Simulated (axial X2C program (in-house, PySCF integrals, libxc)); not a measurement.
# LiS⁻: from Re and ωe to a spectrum

A bond curve at the PBE0 level, with spin–orbit coupling, was computed with an in-house all-electron X2C program for linear molecules (integrals from PySCF) (basis S dyall-av3z [9s8p3d2f], Li dyall-av3z [9s9p3d] (cores contracted in-house)) for the state Ω = 0 (closed shell). Its fit gives Re = 2.0536 Å, ωe = 654.9 cm⁻¹, ωexe = 4.68 cm⁻¹ and αe = 7.349e-03 cm⁻¹; the masses are 31.9721 and 7.0160 u. Two-component means X2C with spin–orbit coupling and atomic mean-field Coulomb and Gaunt terms.

Question: Find the reduced mass, Be and the force constant.

Answer: From the PBE0 values: μ = 5.7535 u. Be = 16.8576/(μ Re²) = 0.6948 cm⁻¹. k = 5.8918×10⁻⁷ μ ωe² = 1.45 mdyn/Å.

Question: Where do the fundamental and the first overtone lie?

Answer: ν(1←0) = ωe − 2ωexe = 645.5 cm⁻¹; ν(2←0) = 2ωe − 6ωexe = 1281.7 cm⁻¹.

Question: Estimate De from a Morse curve and compare with the computed well depth of 2.240 eV to S- + Li.

Answer: De(Morse) = ωe²/(4ωexe) = 2.841 eV against 2.240 eV computed, a ratio of 1.27. The extrapolation overshoots: the well softens faster than a Morse curve, or the lowest atomic limit lies below the one to which the curve heads.

Question: Estimate the centrifugal constant by the Kratzer relation.

Answer: D = 4Be³/ωe² = 3.13e-06 cm⁻¹.

Question: A Morse curve ties αe to the other constants (Pekeris). How well does that hold?

Answer: αe(Morse) = 6Be²/ωe × (√(ωexe/Be) − 1) = 7.055e-03 cm⁻¹; the PBE0 curve gives 7.349e-03 cm⁻¹, a ratio of 0.96.

The state is a single determinant with fixed occupations, the lowest that a limited PBE0 search found. De is counted from the lowest determinant-based energies of the atoms at the same level, without counterpoise correction. The 2c atoms are single determinants rather than J levels; their spin–orbit lowering is only partly caught, and De is too large by that part. This holds for PBE0. The functionals have no current-density term, which raises determinants with orbital currents, atoms included. The highest occupied level of some functionals is positive through self-interaction error; at Hartree–Fock it is bound.
